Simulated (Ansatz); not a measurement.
A made-up structure of CH3Si2, doublet:

| atom | x (Å) | y (Å) | z (Å) |
| --- | --- | --- | --- |
| C1 | -1.3291 | -1.4996 | -0.6808 |
| Si2 | -0.6873 | -0.0033 | -0.4453 |
| Si3 | 1.1619 | 0.7026 | 0.6630 |
| H4 | -1.9945 | -2.2756 | -1.0175 |
| H5 | -1.4789 | 1.1723 | -0.3573 |
| H6 | 0.7771 | 1.6480 | 1.7505 |

It is relaxed with PBE-D4/def2-SVP and then PBE0-D4/def2-TZVP (Ansatz 0.2.0). Atoms count as bonded within 1.22 times the sum of their covalent radii (H–H: 0.88 Å). The end point is not checked to be a true minimum.

(1) Does its bonding change? (A judgement: the text doesn't fix the answer.)

Results:

(1) Computed: No: no bond forms or breaks.

Where it ends: The first stage lowers the energy by 0.90 eV in 18 steps. It ends as CH₃Si₂ ([CH][SiH][SiH]):
| atom | x (Å) | y (Å) | z (Å) |
| --- | --- | --- | --- |
| C1 | -1.4553 | -1.2937 | -0.7816 |
| Si2 | -0.9145 | 0.1989 | -0.1265 |
| Si3 | 1.1338 | 0.1854 | 0.9499 |
| H4 | -1.4277 | -2.3432 | -1.0269 |
| H5 | -1.8692 | 1.3192 | -0.3496 |
| H6 | 0.9820 | 1.6777 | 1.2472 |

Labels in which every atom is bracketed show which atoms are joined, not bond orders.

For scale, one of the runs: PBE0-D4/def2-TZVP relaxation, 123 basis functions, launched by `ansatz run in.yaml --threads 2 --pin off --events-out ev --progress --plain --max-ram 4352MiB`. The run took about 53 s on 2 CPU threads of an Arm Neoverse V1 (shared host).
